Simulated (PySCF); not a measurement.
Species: C2H4F2.
SMILES: `C(F)(C)F`

The closed-shell ground state was solved at several levels (PySCF, density fitting, gas phase, non-relativistic). Geometry: PBE0-D3(BJ)/def2-SVP; no solvent, vibrations or thermal averaging.

```json
{"level": "LDA/def2-SVPD", "basis functions": "118", "total energy (Eh)": "-276.1222", "HOMO (eV)": "-8.10", "LUMO (eV)": "0.06", "gap (eV)": "8.16", "dipole (D)": "2.21"}
{"level": "PBE/def2-SVPD", "basis functions": "118", "total energy (Eh)": "-277.8245", "HOMO (eV)": "-7.99", "LUMO (eV)": "0.08", "gap (eV)": "8.07", "dipole (D)": "2.13"}
{"level": "PBE0/def2-SVPD", "basis functions": "118", "total energy (Eh)": "-277.8347", "HOMO (eV)": "-9.74", "LUMO (eV)": "0.76", "gap (eV)": "10.50", "dipole (D)": "2.24"}
{"level": "B3LYP/def2-SVPD", "basis functions": "118", "total energy (Eh)": "-278.1217", "HOMO (eV)": "-9.53", "LUMO (eV)": "0.43", "gap (eV)": "9.96", "dipole (D)": "2.25"}
{"level": "PBE0/6-311+G(2d,p)", "basis functions": "132", "total energy (Eh)": "-278.1164", "HOMO (eV)": "-9.67", "LUMO (eV)": "0.41", "gap (eV)": "10.08", "dipole (D)": "2.25"}
{"level": "B3LYP/aug-cc-pVTZ-J", "basis functions": "264", "total energy (Eh)": "-278.4329", "HOMO (eV)": "-9.45", "LUMO (eV)": "-0.33", "gap (eV)": "9.12", "dipole (D)": "2.20"}
{"level": "LC-wPBE/pcSseg-2", "basis functions": "200", "total energy (Eh)": "-278.2805", "HOMO (eV)": "-12.48", "LUMO (eV)": "2.46", "gap (eV)": "14.94", "dipole (D)": "2.26"}
{"level": "B3LYP/cc-pVTZ", "basis functions": "176", "total energy (Eh)": "-278.4217", "HOMO (eV)": "-9.31", "LUMO (eV)": "1.06", "gap (eV)": "10.37", "dipole (D)": "2.07"}
{"level": "PBE0/IGLO-III", "basis functions": "180", "total energy (Eh)": "-278.1499", "HOMO (eV)": "-9.64", "LUMO (eV)": "0.92", "gap (eV)": "10.56", "dipole (D)": "2.18"}
{"level": "B3LYP/pcJ-1", "basis functions": "148", "total energy (Eh)": "-278.3189", "HOMO (eV)": "-9.33", "LUMO (eV)": "1.30", "gap (eV)": "10.63", "dipole (D)": "2.15"}
{"level": "LC-wPBE/def2-SVPD", "basis functions": "118", "total energy (Eh)": "-277.9713", "HOMO (eV)": "-12.56", "LUMO (eV)": "2.42", "gap (eV)": "14.98", "dipole (D)": "2.29"}
```

Estimate the row for B3LYP/def2-TZVP, a basis of 148 functions; the other rows only guide the guess.

Total energy -278.4354 Eh, HOMO -9.38 eV, LUMO 1.09 eV, gap 10.47 eV, dipole 2.14 D.

Over all these levels, which gives the widest orbital gap and which the narrowest?

LC-wPBE/def2-SVPD (range-separated hybrid) has the widest, 14.98 eV, and PBE/def2-SVPD (GGA) the narrowest, 8.07 eV. The two share the basis. From the narrowest to the widest the HOMO moves by -4.57 eV and the LUMO by +2.34 eV.

How much does the basis alone move the frontier levels among the 5 B3LYP rows (the withheld one included)?

The HOMO by 0.22 eV and the LUMO by 1.63 eV. By rising basis size (HOMO, LUMO in eV): def2-SVPD -9.53, 0.43; pcJ-1 -9.33, 1.30; def2-TZVP -9.38, 1.09; cc-pVTZ -9.31, 1.06; aug-cc-pVTZ-J -9.45, -0.33.

In the def2-SVPD basis, how does the gap go with the fixed share of exact exchange?

PBE (0 %) 8.07 eV; LDA (0 %) 8.16 eV; B3LYP (20 %) 9.96 eV; PBE0 (25 %) 10.50 eV. Each rise in the share widens the gap here.

How far do the dipole and the HOMO energy spread over the levels?

The dipole runs from 2.07 to 2.29 D (mean 2.20 D) and the HOMO from -12.56 to -7.99 eV.
